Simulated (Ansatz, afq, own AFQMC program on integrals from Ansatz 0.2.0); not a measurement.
## The O1–H2 bond of H2O, singlet, worked out

```xyz
3

O    -0.3102    0.2052   -0.1441
H     0.4673    0.5396    0.3147
H    -0.1570   -0.7448   -0.1706
```

The molecule and both fragments are relaxed with PBE0/def2-SVP; the fragments keep their bonds.

Basis def2-TZVP. Only valence electrons are correlated. Integrals, coupled cluster, full CI and functionals: Ansatz 0.2.0; the random walks run on the same integrals in our own AFQMC program. The CISD trial takes its coefficients from CCSD amplitudes. Released means that phaseless walkers are propagated on without the constraint, phases kept. Uncertainties: one standard error, sampling alone.

Total energies in eV. CBS is CCSD(T) at the limit of def2-TZVPP/QZVPP (extrapolated itself); the highest rung of each member is named.

```
      member  count  CCSD(T)/def2-TZVP  highest rung in def2-TZVP     which  CCSD(T)/CBS
 HO, doublet     +1         -2058.1801                 -2058.1942  CCSDT(Q)   -2059.2489
 H (doublet)     +1           -13.6005                   -13.6005       FCI     -13.6059
H₂O, singlet     -1         -2076.9521                 -2076.9644    CCSDTQ   -2078.3181
```

Task: Work out the best estimate of the bond energy: the CCSD(T)/CBS difference plus the step from CCSD(T) to the highest rung.

Result: Sums with the counts: CCSD(T)/CBS 5.4633 eV, highest rung 5.1697 eV, CCSD(T)/def2-TZVP 5.1715 eV. The step is 5.1697 − 5.1715 = -0.0018 eV, so the best estimate is 5.4633 + (-0.0018) = 5.4615 eV. The basis set is worth 0.292 eV of it. Zero-point, core-correlation and spin–orbit terms aren't in it.

Best estimates are given only where the step beyond CCSD(T) is under 0.3 eV and no member's determinant is very poor (T1 over 0.05, or 0.07 for open shells, ⟨S²⟩ too high by 0.3, two states mixed), so the hardest cases are missing from such tables.

CCSDT and higher add their correlation energy to the determinant of the CCSD(T) run, since their own runs factorise the integrals more tightly (a shift of under 2 meV). Each member of a difference takes its own highest rung, so a best estimate needn't equal the limit plus the step of one row.
